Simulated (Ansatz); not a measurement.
We consider fluorite SrCl2, described by G0W0@HSE06 (hard PAW, contour deformation; Ansatz, a first-principles code).

The cell has the measured lattice parameters. Conventional cell: a = 6.9744 Å, b = 6.9744 Å, c = 6.9744 Å, α = 90.00°, β = 90.00°, γ = 90.00°.

One run with a 6×6×6 mesh, response cutoff 100 eV and 354 empty bands, not extrapolated in mesh or basis; no spin–orbit coupling.

Highest filled and lowest empty level by k point (fractions of the reciprocal vectors of the cell (0.000 3.487 3.487) (3.487 0.000 3.487) (3.487 3.487 0.000) Å; eV from the valence maximum of each method):

```json
[
 {"k": "0 0 0", "HSE06 filled": "-0.36", "HSE06 empty": "6.63", "QP filled": "-0.40", "QP empty": "7.99"},
 {"k": "0 0 0.167", "HSE06 filled": "-0.52", "HSE06 empty": "7.23", "QP filled": "-0.57", "QP empty": "8.62"},
 {"k": "0 0.167 0.167", "HSE06 filled": "-0.35", "HSE06 empty": "7.31", "QP filled": "-0.38", "QP empty": "8.79"},
 {"k": "0 0.167 -0.167", "HSE06 filled": "-0.33", "HSE06 empty": "7.78", "QP filled": "-0.36", "QP empty": "9.35"},
 {"k": "0 0.333 0.333", "HSE06 filled": "-0.37", "HSE06 empty": "7.17", "QP filled": "-0.40", "QP empty": "8.82"},
 {"k": "0 0.333 -0.5", "HSE06 filled": "-0.24", "HSE06 empty": "7.16", "QP filled": "-0.26", "QP empty": "8.78"},
 {"k": "0 0.333 -0.333", "HSE06 filled": "-0.19", "HSE06 empty": "7.48", "QP filled": "[?]", "QP empty": "[?]"},
 {"k": "0.167 -0.5 -0.333", "HSE06 filled": "-0.08", "HSE06 empty": "7.31", "QP filled": "[?]", "QP empty": "[?]"}
]
```

Problem. Estimate the withheld levels to about 0.1 eV.

Solution. 
- 0 0.333 -0.333, QP filled: -0.20
- 0 0.333 -0.333, QP empty: 9.13
- 0.167 -0.5 -0.333, QP filled: -0.08
- 0.167 -0.5 -0.333, QP empty: 8.94

Note: GW on a hybrid start was not checked against another program; cell and atoms aren't relaxed at this level.
